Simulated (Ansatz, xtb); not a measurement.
# Ranking isomers of BH6N2+

4 gas-phase structures of BH6N2+, found in a search over its isomers (lower ones may exist). Each was relaxed with GFN2-xTB:

A. `BN[NH3+]`, a singlet
B. `[BH2-]1[NH2+][NH2+]1`, a singlet
C. `[BH3-][NH+]=[NH2+]`, a singlet
D. `NB[NH3+]`, a singlet

Task: Which do you expect lowest at r2SCAN-D4/def2-SVP, and how would the others follow?

Result: Calculated order at r2SCAN-D4/def2-SVP: D (0.0), A (66.6), B (73.7), C (118.5) kcal/mol.

Energies above the lowest of each column, in kcal/mol; the last columns are at PBE0-D3(BJ)/def2-SVP geometries and were run for some of them only (a dash: not run or not comparable):

```json
{"structure": "D", "GFN2-xTB": "0.0", "HF/STO-3G": "0.0", "r2SCAN-D4/def2-SVP": "0.0", "PBE0-D3(BJ)/def2-SVP": "0.0", "CCSD(T)/def2-TZVP": "0.0"}
{"structure": "A", "GFN2-xTB": "52.2", "HF/STO-3G": "63.6", "r2SCAN-D4/def2-SVP": "66.6", "PBE0-D3(BJ)/def2-SVP": "65.1", "CCSD(T)/def2-TZVP": "65.5"}
{"structure": "B", "GFN2-xTB": "47.6", "HF/STO-3G": "67.8", "r2SCAN-D4/def2-SVP": "73.7", "PBE0-D3(BJ)/def2-SVP": "70.3", "CCSD(T)/def2-TZVP": "70.5"}
{"structure": "C", "GFN2-xTB": "76.7", "HF/STO-3G": "181.9", "r2SCAN-D4/def2-SVP": "118.5", "PBE0-D3(BJ)/def2-SVP": "–", "CCSD(T)/def2-TZVP": "–"}
```

Every level run on D puts it lowest or level with the lowest. Flexible structures stand in one conformer each, not always the lowest. Frequencies (PBE0-D3(BJ)/def2-SVP) were run for A, B, D alone.

Over these structures GFN2-xTB departs from r2SCAN-D4/def2-SVP by 13.4 kcal/mol on average once a common shift is removed. A GFN2-xTB relaxation took about 0.038 s and the r2SCAN-D4/def2-SVP energy about 1.3 s on a shared host (Ansatz 0.2.0, xtb 6.7.1).
